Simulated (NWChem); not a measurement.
trimethylamine (C$_{3}$H$_{9}$N); SMILES CN(C)C

```xyz
13

C      0.3907    -1.3259     0.0552
N      0.0000     0.0000    -0.3436
C      0.9530     1.0013     0.0552
C     -1.3436     0.3246     0.0552
H      0.4314    -1.4633     1.1617
H      1.3883    -1.5653    -0.3456
H     -0.3180    -2.0679    -0.3453
H      1.0515     1.1052     1.1617
H      0.6614     1.9849    -0.3456
H      1.9499     0.7586    -0.3453
H     -1.4829     0.3581     1.1617
H     -1.6319     1.3094    -0.3453
H     -2.0497    -0.4197    -0.3456
```
Atoms are numbered in this order, from 1.

All runs: NWChem. Geometry: optimised at PBE0/def2-SVP.

### Question
Predict the results for PBE0/def2-TZVPD. Quantities: highest occupied level (eV); orbital gap (eV); dipole (D).

### Answer
```yaml
highest occupied level (eV): -6.10
orbital gap (eV): 6.44
dipole (D): 0.43
```
